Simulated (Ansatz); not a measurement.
# Molecular dynamics of CH3NO

Input file:

```yaml
crystal:
  periodic: [false, false, false]
  atoms:
    - { symbol: "N", position_ang: [-0.771164, -0.228482, 0.049112] }
    - { symbol: C, position_ang: [0.442332, 0.135762, -0.249659] }
    - { symbol: O, position_ang: [1.128423, 0.195158, 0.825942] }
    - { symbol: H, position_ang: [-1.526604, -0.354103, -0.618725] }
    - { symbol: H, position_ang: [0.861083, 0.365769, -1.239062] }
    - { symbol: H, position_ang: [-0.09197, -0.178103, 1.186091] }
magnetization:
  spin_polarized: true
basis:
  gaussian: { orbitals: cc-pVDZ }
hamiltonian:
  xc: pbe0
md:
  timestep: 0.5
  n_steps: 200
  ensemble: nve
  temperature: 300.0
  initial_velocities: maxwell_boltzmann
  seed: 3831
```

Launched with:

```bash
$ ansatz run input.yaml --threads 1 --pin off --max-ram 2048MiB --backend cpu --events-out ev --progress --plain --runs-dir out
```

It starts at the highest image of a converged band, a first-order saddle point between two minima.

Output, in part (one step line in 7, the closing report, with atoms numbered from 0):

```
md step     0: t =     0.00 fs  T =   300.0 K  F+E_penalty+E_count = -4616.27529454 eV  E_kin = 0.155112 eV  conserved = -4616.12018254 eV  (27 SCF iters)
md step     7: t =     3.50 fs  T =   316.8 K  F+E_penalty+E_count = -4616.28314393 eV  E_kin = 0.163805 eV  conserved = -4616.11933888 eV  (33 SCF iters)
md step    14: t =     7.00 fs  T =  1144.9 K  F+E_penalty+E_count = -4616.71154616 eV  E_kin = 0.591975 eV  conserved = -4616.11957119 eV  (32 SCF iters)
md step    21: t =    10.50 fs  T =  2025.2 K  F+E_penalty+E_count = -4617.16761443 eV  E_kin = 1.047118 eV  conserved = -4616.12049639 eV  (31 SCF iters)
md step    28: t =    14.00 fs  T =  1421.6 K  F+E_penalty+E_count = -4616.85379753 eV  E_kin = 0.735018 eV  conserved = -4616.11877914 eV  (33 SCF iters)
md step    35: t =    17.50 fs  T =  1926.5 K  F+E_penalty+E_count = -4617.12305273 eV  E_kin = 0.996067 eV  conserved = -4616.12698603 eV  (32 SCF iters)
md step    42: t =    21.00 fs  T =  2260.2 K  F+E_penalty+E_count = -4617.29539005 eV  E_kin = 1.168608 eV  conserved = -4616.12678196 eV  (32 SCF iters)
md step    49: t =    24.50 fs  T =  1582.9 K  F+E_penalty+E_count = -4616.93861292 eV  E_kin = 0.818410 eV  conserved = -4616.12020323 eV  (33 SCF iters)
md step    56: t =    28.00 fs  T =   662.0 K  F+E_penalty+E_count = -4616.45864825 eV  E_kin = 0.342265 eV  conserved = -4616.11638323 eV  (32 SCF iters)
md step    63: t =    31.50 fs  T =   499.4 K  F+E_penalty+E_count = -4616.37801472 eV  E_kin = 0.258216 eV  conserved = -4616.11979873 eV  (34 SCF iters)
md step    70: t =    35.00 fs  T =  1259.0 K  F+E_penalty+E_count = -4616.77424673 eV  E_kin = 0.650965 eV  conserved = -4616.12328145 eV  (28 SCF iters)
md step    77: t =    38.50 fs  T =  1713.3 K  F+E_penalty+E_count = -4617.01034234 eV  E_kin = 0.885865 eV  conserved = -4616.12447747 eV  (33 SCF iters)
md step    84: t =    42.00 fs  T =  1410.7 K  F+E_penalty+E_count = -4616.84785973 eV  E_kin = 0.729411 eV  conserved = -4616.11844906 eV  (32 SCF iters)
md step    91: t =    45.50 fs  T =  1794.7 K  F+E_penalty+E_count = -4617.04850173 eV  E_kin = 0.927931 eV  conserved = -4616.12057042 eV  (33 SCF iters)
md step    98: t =    49.00 fs  T =  2063.5 K  F+E_penalty+E_count = -4617.18971347 eV  E_kin = 1.066924 eV  conserved = -4616.12278978 eV  (32 SCF iters)
md step   105: t =    52.50 fs  T =  1536.9 K  F+E_penalty+E_count = -4616.91616442 eV  E_kin = 0.794643 eV  conserved = -4616.12152125 eV  (28 SCF iters)
md step   112: t =    56.00 fs  T =   933.6 K  F+E_penalty+E_count = -4616.59991747 eV  E_kin = 0.482692 eV  conserved = -4616.11722532 eV  (32 SCF iters)
md step   119: t =    59.50 fs  T =  1165.1 K  F+E_penalty+E_count = -4616.72393956 eV  E_kin = 0.602394 eV  conserved = -4616.12154563 eV  (33 SCF iters)
md step   126: t =    63.00 fs  T =   923.5 K  F+E_penalty+E_count = -4616.59696444 eV  E_kin = 0.477466 eV  conserved = -4616.11949798 eV  (33 SCF iters)
md step   133: t =    66.50 fs  T =  1018.4 K  F+E_penalty+E_count = -4616.64140500 eV  E_kin = 0.526572 eV  conserved = -4616.11483272 eV  (33 SCF iters)
md step   140: t =    70.00 fs  T =  1734.9 K  F+E_penalty+E_count = -4617.01746658 eV  E_kin = 0.897003 eV  conserved = -4616.12046375 eV  (32 SCF iters)
md step   147: t =    73.50 fs  T =  2176.1 K  F+E_penalty+E_count = -4617.25073894 eV  E_kin = 1.125156 eV  conserved = -4616.12558342 eV  (32 SCF iters)
md step   154: t =    77.00 fs  T =  2293.4 K  F+E_penalty+E_count = -4617.31418241 eV  E_kin = 1.185780 eV  conserved = -4616.12840273 eV  (32 SCF iters)
md step   161: t =    80.50 fs  T =  1299.0 K  F+E_penalty+E_count = -4616.79002574 eV  E_kin = 0.671637 eV  conserved = -4616.11838860 eV  (33 SCF iters)
md step   168: t =    84.00 fs  T =  1149.5 K  F+E_penalty+E_count = -4616.71661113 eV  E_kin = 0.594328 eV  conserved = -4616.12228359 eV  (33 SCF iters)
md step   175: t =    87.50 fs  T =  1092.4 K  F+E_penalty+E_count = -4616.68749642 eV  E_kin = 0.564791 eV  conserved = -4616.12270522 eV  (34 SCF iters)
md step   182: t =    91.00 fs  T =   736.0 K  F+E_penalty+E_count = -4616.50205218 eV  E_kin = 0.380529 eV  conserved = -4616.12152361 eV  (33 SCF iters)
md step   189: t =    94.50 fs  T =   784.4 K  F+E_penalty+E_count = -4616.52463689 eV  E_kin = 0.405578 eV  conserved = -4616.11905847 eV  (33 SCF iters)
md step   196: t =    98.00 fs  T =  1656.4 K  F+E_penalty+E_count = -4616.97570122 eV  E_kin = 0.856431 eV  conserved = -4616.11927012 eV  (33 SCF iters)
md step   200: t =   100.00 fs  T =  2212.3 K  F+E_penalty+E_count = -4617.26644431 eV  E_kin = 1.143850 eV  conserved = -4616.12259446 eV  (29 SCF iters)
Total energy: -4617.26646203 eV, -169.6814127840 hartree
Atom 0 at    -0.897729    -0.270383    -0.085280 Å, force     1.814347     0.423297     0.435783 eV/Å
Atom 1 at     0.324655     0.153826    -0.132879 Å, force    -1.575293    -0.530056    -0.971948 eV/Å
Atom 2 at     1.257744     0.183453     0.828838 Å, force    -1.416243     0.030790     3.197722 eV/Å
Atom 3 at    -1.355453    -0.261689    -1.019176 Å, force     0.621757     0.326774     0.614138 eV/Å
Atom 4 at     0.839055     0.554813    -1.023921 Å, force    -0.141852    -0.166567    -0.233069 eV/Å
Atom 5 at     0.867259     0.093226     1.801400 Å, force     0.697285    -0.084238    -3.042627 eV/Å
Dipole moment:     0.091339     0.127145    -0.052821 e Å
```

The run went to its last step. The conserved energy stayed within 1.4 meV per atom of its start (net change -0.4 meV per atom), so the integration is sound. The system heated up, since it started high on the potential surface and ran downhill. A run of 0.1 ps of so small a system gives no equilibrium averages. The orbitals stay closed-shell, which can raise the energy where a bond breaks towards radicals; this wasn't checked here.

The step under study would form C2–H6 and break O3–H6. These pairs go: C2–H6 1.56 → 2.01 Å, O3–H6 1.33 → 1.05 Å. In the last frame they stand as before the step (other bonds may differ from the relaxed reactants and products). It ends as one piece, CH3NO. Pairs count as bonded within 1.25 times the sum of covalent radii (0.12 Å more for H–H).

Last frame:

```xyz
6
Properties=species:S:1:pos:R:3
N -0.898 -0.270 -0.085
C 0.325 0.154 -0.133
O 1.258 0.183 0.829
H -1.355 -0.262 -1.019
H 0.839 0.555 -1.024
H 0.867 0.093 1.801
```

Run time: 5.8 min on 1 thread of Arm Neoverse V2 (shared host), peak memory 0.12 GiB.
